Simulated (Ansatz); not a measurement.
**Worked example: ideal-gas entropy of PN (phosphorus nitride)**

A linear singlet with charge 0, relaxed at wB97M-V/def2-TZVPD (Ansatz 0.2.0):

```xyz
2

N     0.0000    0.0000    0.0089
P     0.0000    0.0000    1.4820
```

Harmonic wavenumbers in cm⁻¹: 1462.

Masses in u: N 14.007, P 30.974. Take T = 298.15 K, p = 1 bar, R = 8.3145 J/(mol K), kT/hc = 207.22 cm⁻¹, rigid rotor and harmonic oscillator.

Question: Compute the standard molar entropy.

Answer: 
1. Translation (Sackur–Tetrode): S = R[3/2 ln M + 5/2 ln T − 1.1517] with M = 44.981 gives 156.3 J/(mol K).
2. Rotation: the moment of inertia is 20.930 u Å², so B = 16.8576/I = 0.8054 cm⁻¹; σ = 1; q = kT/(σhcB) = 257.3; S = R(ln q + 1) = 54.5.
3. Vibration: with u = ν̃/207.22, each mode gives R[u/(eᵘ − 1) − ln(1 − e⁻ᵘ)]; the sum is 0.1, most from 1462 cm⁻¹ (0.1).
4. Electronic: R ln 1 = 0.0, from the spin multiplicity alone.
5. Sum: 156.3 + 54.5 + 0.1 + 0.0 = 210.9 J/(mol K).

No measured value is set beside it here.
